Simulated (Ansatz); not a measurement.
The input, for Ansatz 0.2.0:

```yaml
crystal:
  periodic: [false, false, false]
  atoms:
    - {symbol: B, position_ang: [-1.421720, 0.000000, 0.000000]}
    - {symbol: H, position_ang: [-2.018453, 1.033571, 0.000000]}
    - {symbol: H, position_ang: [-2.018453, -1.033571, 0.000000]}
    - {symbol: H, position_ang: [-0.311720, 0.000000, 0.000000]}
    - {symbol: N, position_ang: [1.410280, 0.000000, 0.000000]}
basis:
  gaussian: {orbitals: cc-pVDZ}
magnetization: {spin_polarized: false, initial_magnetization: 3}
hamiltonian: {xc: hf}
output: {orbitals: {seedname: orbitals}}
```

```sh
$ ansatz run in.yaml --threads 1 --pin off --events-out ev --progress --plain --max-ram 2393MiB
```

Output:

```
395 factors; integrals over basis functions are off by at most 1.7e-3 eV
mean field evaluation 1: about -2195.4839 eV, gradient 1.3e1 eV
mean field evaluation 2: about -2195.4839 eV, gradient 1.3e1 eV
mean field evaluation 4: about -2197.2780 eV, gradient 1.8e0 eV
mean field evaluation 8: about -2197.3223 eV, gradient 2.4e-4 eV
mean field -2197.32228497 eV, -80.7501045741 hartree, gradient 2.6e-5 eV, S^2 3.750000; 0 other end points of the search recorded, 0 dependent functions left out
reference -2197.32228497 eV, -80.7501045741 hartree; 9, 6 occupied and 34, 37 virtual orbitals, 395 factors
Total energy: -2197.32228497 eV, -80.7501045741 hartree
```

Ran on 1 thread of Arm Neoverse V1, shared host: 0.18 s wall, 0.23 GiB peak host memory.
